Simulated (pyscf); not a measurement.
Cl–Sn:–Cl [singlet] + H₂S -> HS–SnH(Cl)–Cl (insertion; singlet surface; H–S broken, S–Sn, H–Sn formed). Optimised with ωB97X-D3(BJ)/def2-SVP in PySCF. MP2 and CC: frozen core, UHF for open shells. ΔMP2 is the change of the MP2 total energy from the triple- to the quadruple-zeta basis. Energies in eV from the separated reactants.

| level | barrier | reaction energy |
|---|---|---|
| ωB97X-D3(BJ)/def2-TZVP | 1.71 | -0.46 |
| r²SCAN/def2-TZVP | 1.40 | -0.21 |
| B3LYP-D3(BJ)/def2-TZVP | 1.69 | 0.00 |
| PBE0-D3(BJ)/def2-TZVP | 1.51 | -0.25 |
| M06-2X/def2-TZVP | … | -0.31 |
| ωB97M-D3(BJ)/def2-TZVP | 1.87 | -0.14 |
| CCSD(T)/def2-TZVPP + ΔMP2(QZVPP) | … | … |

Problem. Fill in the missing entries.

Solution. 
- M06-2X/def2-TZVP, barrier: 1.70
- CCSD(T)/def2-TZVPP + ΔMP2(QZVPP), barrier: 1.66
- CCSD(T)/def2-TZVPP + ΔMP2(QZVPP), reaction energy: -0.24

On the reactant side the descent ends in an adduct with a S–Sn contact (not fully relaxed), 0.62 eV under the separated species and 2.33 eV under the saddle at ωB97X-D3(BJ)/def2-TZVP. What is counted as formed (S–Sn) is already present as a longer contact in the reactant adduct; forming that adduct is a step of its own. One saddle was located; it need not be the lowest between these sides. The CCSD(T) − MP2 part came from Ansatz, without density fitting, on the same reference. The frozen core leaves the outer d or s,p core shells of the metals and heavy elements correlated in the MP2 and CC values, and def2-TZVPP describes them poorly, which can shift differences by a few kcal/mol. Elements past Kr carry the def2 core potentials, without spin-orbit coupling.
